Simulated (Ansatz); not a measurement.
**H₂O (triplet): from Hartree-Fock to the top rungs at distance H1–H2 along a hydrogen transfer = 0.745 Å, cc-pVDZ**

How much of the correlation energy of H₂O (triplet) does each wave-function method recover here?

Method: cc-pVDZ, core rule «outside noble gas», up to 1 orbitals frozen; program: Ansatz 0.2.0, Gaussian basis.

To be run: UHF; CCSD(T) on ROHF; CCSD(T) on UHF; BCCD(T) on ROHF; CISD; CCSDT(Q) on ROHF; CCSDT(Q) on UHF; CCSDTQ on ROHF; CCSDTQ on UHF; CASSCF and MRCISD+Q, 4 electrons in 4 orbitals; CASSCF and NEVPT2, 4 electrons in 4 orbitals; CASSCF and MRCISD+Q, 8 electrons in 6 orbitals; CASSCF and NEVPT2, 8 electrons in 6 orbitals; Full CI.

**1. The geometry**

The geometry derives from fragments relaxed apart (PBE0/def2-TZVP) and kept rigid, so it is no stationary point. A hydrogen atom is moved between rigid fragments.

3 atoms, charge 0, spin multiplicity 3.

Atoms are counted from 1 here; the program's logs count them from 0.

Bond lengths: H1–H2 0.745 Å.

**2. UHF**

Input file in.yaml:

```yaml
crystal:
  periodic: [false, false, false]
  atoms:
    - {symbol: H, position_ang: [0.000000, 0.000000, -0.998000]}
    - {symbol: H, position_ang: [0.000000, 0.000000, -0.253000]}
    - {symbol: O, position_ang: [0.000000, 0.000000, 1.251000]}
basis:
  gaussian: {orbitals: cc-pVDZ}
magnetization: {spin_polarized: true, initial_magnetization: 2}
hamiltonian: {xc: hf}
output: {orbitals: {seedname: orbitals}}
```

Started as:

```console
> ansatz run in.yaml --threads 1 --pin off --events-out ev --progress --plain --max-ram 4096MiB --backend cpu
```

Further steps of the session: CCSD(T) on ROHF; CCSD(T) on UHF; BCCD(T) on ROHF; CISD; CCSDT(Q) on ROHF; CCSDT(Q) on UHF; CCSDTQ on ROHF; CCSDTQ on UHF; CASSCF and MRCISD+Q, 4 electrons in 4 orbitals; CASSCF and NEVPT2, 4 electrons in 4 orbitals; CASSCF and MRCISD+Q, 8 electrons in 6 orbitals; CASSCF and NEVPT2, 8 electrons in 6 orbitals; Full CI.

**Question.** What will the summary of the whole plan be? Wanted: FCI below the RHF energy; RMP2 from FCI; UMP2 from FCI; RCCSD from FCI; RCCSD(T) from FCI; UCCSD(T) from FCI; RCCSDT(Q) from FCI; UCCSDT(Q) from FCI; NEVPT2 pair from FCI.

The runs gave:

| quantity | value |
| --- | --- |
| FCI below the RHF energy | -4.5448 eV |
| RMP2 from FCI | +707.4 meV |
| UMP2 from FCI | +692.9 meV |
| RCCSD from FCI | +47.1 meV |
| RCCSD(T) from FCI | +8.5 meV |
| UCCSD(T) from FCI | +7.1 meV |
| RCCSDT(Q) from FCI | -0.3 meV |
| UCCSDT(Q) from FCI | -1.7 meV |
| NEVPT2 pair from FCI | +616.7 meV |
| NEVPT2 valence from FCI | +839.8 meV |
| MRCISD+Q valence from FCI | +6.2 meV |
| levels within 1 kcal/mol (43 meV) | RCCSD(T), UCCSD(T), BCCD(T), RCCSDT, UCCSDT, RCCSDT(Q), UCCSDT(Q), RCCSDTQ, UCCSDTQ, MRCISD+Q valence |
| T1 diagnostic | 0.023 |
| effectively unpaired electrons | 2.01 |

**Reading.** RCCSD(T) misses by +8.5 meV, 0.2 % of the correlation energy. One determinant dominates. Of the multireference levels listed MRCISD+Q valence comes nearest in total energy (+6.2 meV), which doesn't show that its space is the better one. These misses are within one basis, not against nature; the frozen cores of restricted and unrestricted runs differ, which can shift their rows.
